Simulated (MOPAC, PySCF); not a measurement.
CH₂Cl₂, SMILES `ClCCl`, neutral singlet in the gas phase. 

Z-matrix (Å, degrees):
```
C
H 1 1.0857
H 1 1.0857 2 111.45
Cl 1 1.7624 2 108.13 3 -118.72
Cl 1 1.7624 2 108.13 3 118.72
```
Charge 0, spin multiplicity 1.

All levels are single points at this geometry (PBE0-D3(BJ)/def2-TZVP); Pople sets use spherical d functions. Orbital energies aren't observables, and empty levels follow the basis.

```tsv
level	HOMO (eV)	LUMO (eV)	gap (eV)	dipole (D)	vertical IE, Delta-SCF (eV)
TPSSh-D3(BJ)/def2-TZVP in PySCF	-7.95	-0.50	7.46	1.66	–
B3LYP/LANL2DZ in PySCF	-8.48	0.08	8.55	2.05	–
M06-2X/6-31G* in PySCF	-10.04	1.17	11.21	1.85	–
PBE/6-31G* in PySCF	-7.20	-0.98	6.21	1.76	10.63
SVWN5/6-31G* in PySCF	-7.26	-1.13	6.13	1.80	10.73
HF/6-31G* in PySCF	-12.15	4.23	16.38	1.97	11.49
HF/STO-3G in PySCF	-10.87	8.60	19.47	2.18	–
AM1 in MOPAC	-11.48	0.46	11.95	1.54	–
PM3 in MOPAC	-10.58	0.43	11.01	1.27	–
```
